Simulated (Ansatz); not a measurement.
We consider hematite (α-Fe2O3), described by revPBE (Ansatz, a first-principles code, plane waves, PAW).

Numerical settings: plane-wave cutoff 520 eV, 8×8×8 k mesh, Fermi–Dirac smearing 0.01 eV, spin-polarised with opposed moments, scalar-relativistic PAW data made under PBE.

Energies at three volumes about the minimum:

```csv
V (Å³/atom),E − E_lowest (meV/atom)
10.100,2.17
10.307,0.00
10.513,2.01
```

Question: Fit a parabola by hand: where is the minimum, and what is the bulk modulus?

Answer: Slopes: (0.00 − 2.17)/(10.307 − 10.100) = -10.483 and (2.01 − 0.00)/(10.513 − 10.307) = 9.757 meV/Å³. Curvature E″ = 2 × (9.757 − (-10.483))/(10.513 − 10.100) = 98.015 meV/Å⁶. From the middle of the first interval, the slope vanishes at V0 = 10.2035 − (-10.483)/98.015 = 10.310 Å³/atom. B = V0 E″ = 10.310 × 98.015 meV/Å³ × 0.1602 GPa per meV/Å³ = 162 GPa. The full Birch–Murnaghan fit to all volumes gives V0 = 10.307 Å³/atom and B0 = 162 GPa.

Shape and atoms are relaxed at each volume.

Measured, for comparison: bulk modulus 204 GPa (300 K, copied from a table, unchecked, no zero-point or thermal correction, our sources range from 204 to 231; as tabulated in BurnMan's mineral tables). Computed (rounded) less measured: bulk modulus not scored (sources differ).

Note: without U or exact exchange, gaps and moments of open d shells tend to come out too small; the bulk modulus comes from volumes at which shape and atoms were relaxed.
